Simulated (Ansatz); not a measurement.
# [OH···H···OH], doublet: the ladder up to UCCSDT(Q)

Geometry: a point of a hydrogen-transfer path between rigid fragments, not a stationary point.

```xyz
5

O    -1.2568    0.0004    0.0000
H    -1.5061    0.9270    0.0000
H     0.1772    0.0004    0.0000
O     1.2462    0.0004    0.0000
H     1.4980   -0.9396    0.0000
```

Basis cc-pVDZ; Ansatz 0.2.0. Only valence electrons are correlated (noble-gas cores frozen), which leaves 15 electrons in 41 orbitals. Prefix R: restricted or restricted open-shell reference; prefix U: unrestricted. Active spaces: pair = (3e, 3o) about the gap; valence = (15e, 11o) chosen from the atoms' valence shells.

Full CI isn't at hand for all of this; UCCSDT(Q) serves as the reference, and is uncertain by about the last step of the cluster series. The frozen core follows each run's orbitals, which can shift R against U totals by a few meV.

For open shells CISD is restricted-active-space CI with the open shells as a complete middle space.

- UHF ⟨S²⟩: 0.755
- T1 diagnostic (RCCSD): 0.0154
- largest doubles amplitude (RCCSD): 0.037
- T1 diagnostic (UCCSD): 0.0135

| level | E − E(UCCSDT(Q)) (kJ/mol) | share of correlation (%) | wall time |
| --- | --- | --- | --- |
| RHF | 1034.4 | 0.00 | – |
| UHF | 1023.7 | 1.03 | – |
| RMP2 | 79.4 | 92.33 | – |
| UMP2 | 79.5 | 92.32 | – |
| CISD | 95.0 | 90.82 | 4.3 s |
| RCCSD | 19.2 | 98.14 | – |
| UCCSD | 19.1 | 98.16 | – |
| RCCSD(T) | 3.6 | 99.65 | 6 s |
| UCCSD(T) | 3.5 | 99.66 | 5.5 s |
| BCCD(T) | 3.5 | 99.66 | 3.4 s |
| RCCSDT | 2.3 | 99.78 | – |
| UCCSDT | 2.2 | 99.78 | – |
| RCCSDT(Q) | 0.1 | 99.99 | 42 s |
| CASSCF (pair space) | 975.8 | 5.67 | – |
| NEVPT2 (pair space) | 73.0 | 92.94 | 0.81 s |
| CASSCF (valence space) | 820.7 | 20.66 | – |
| NEVPT2 (valence space) | 121.3 | 88.27 | 3.9 s |

The correlation energy at UCCSDT(Q), counted from RHF, is -10.721 eV. That run took 36 s on 1 thread of Intel Xeon 6975P-C, shared host.

Times hold each run's SCF and search for its determinant on a shared host, so for small cases they say little of a method's own cost; they ran on 1 thread of Intel Xeon 6975P-C.

Natural occupations of CASSCF (valence space) about the gap: 1.997 1.979 1.978 1.976 1.001 0.026 0.025 0.023; effectively unpaired electrons, Σ n²(2−n)², 1.01.
